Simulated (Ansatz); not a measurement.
Diamond-structure Ge was calculated with r²SCAN+rVV10 (Ansatz, an electronic-structure program, plane waves, PAW).

Settings: plane-wave cutoff 600 eV, 10×10×10 k mesh, scalar-relativistic PAW data made under PBE.

Computed at the level's own relaxed cell.

Elastic tensor (GPa, Voigt notation, ions relaxed):

```
  129.0    46.5    46.5     0.0     0.0     0.0
   46.5   129.0    46.5     0.0     0.0     0.0
   46.5    46.5   129.0     0.0     0.0     0.0
    0.0     0.0     0.0    68.1     0.0     0.0
    0.0     0.0     0.0     0.0    68.1     0.0
    0.0     0.0     0.0     0.0     0.0    68.1
```

**Question.** Work out the Voigt, Reuss and Hill averages of the bulk and shear moduli, Young's modulus and Poisson's ratio from the printed constants.

**Answer.** K_V = [C11 + C22 + C33 + 2(C12 + C13 + C23)]/9 = [387.0 + 2 × 139.5]/9 = 74.0 GPa. G_V = [387.0 − 139.5 + 3 × 204.3]/15 = 57.4 GPa. From the compliances S = C⁻¹, K_R = 74.0 and G_R = 54.0 GPa. Hill means: K = 74.0, G = 55.7 GPa. E = 9KG/(3K + G) = 134 GPa, ν = (3K − 2G)/(6K + 2G) = 0.20, K/G = 1.33.

Measured, for comparison: elastic constant C11 131 GPa, elastic constant C12 49 GPa, elastic constant C44 68 GPa (low temperature, zero-point motion not removed; as tabulated in Tanner et al. (2021), arXiv:2110.11888). Computed (rounded) less measured: elastic constant C11 -2 %, elastic constant C12 -5 %, elastic constant C44 +0.1 %.

Computed values are for the static lattice.
